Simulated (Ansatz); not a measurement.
# Structure relaxation of W2I

Computed with Ansatz 0.2.0, DFT PBE, scalar-relativistic, plane waves, PAW. Cutoff 420 eV, Γ-centred k mesh, Gaussian smearing, no spin polarisation in the final step.

A relaxed cell is given with its space group left out.

```yaml
crystal:
  lattice:
    - [4.57441, 0.00000, 0.00000]
    - [-2.28721, 3.96156, 0.00000]
    - [0.00000, 0.00000, 3.30299]
  atoms:
    - { symbol: W, position: [0.33333, 0.66667, 0.50000] }
    - { symbol: W, position: [0.66667, 0.33333, 0.50000] }
    - { symbol: I, position: [0.00000, 0.00000, 0.00000] }
```

The zero of energy is the elements' standard structures at the same level; no fitted shifts are applied.

Q: What space group does it have?

A: P6/mmm (No. 191). Conventional cell: a = 4.574 Å, c = 3.303 Å. W is coordinated by 3 W at 2.64 Å, 6 I at 3.11 Å and 2 W at 3.30 Å; I is coordinated by 12 W at 3.11 Å and 2 I at 3.30 Å.

Q: What is its formation energy per atom?

A: 1.71 eV/atom.

Q: Is it a metal?

A: Yes, bands cross the Fermi level on the 12×12×14 mesh.

The final run used a 12×12×14 mesh on its 3-atom cell and 0.10 eV smearing. The k mesh leaves about 4 meV/atom of noise in metals. Spin–orbit coupling is left out. The cell came from a trial start, so W2I may not exist in this structure.

Cost: 3 runs of about 2.3 core-minutes in all, on Intel Xeon Platinum 8259CL (Skylake/Cascade Lake) (shared hosts).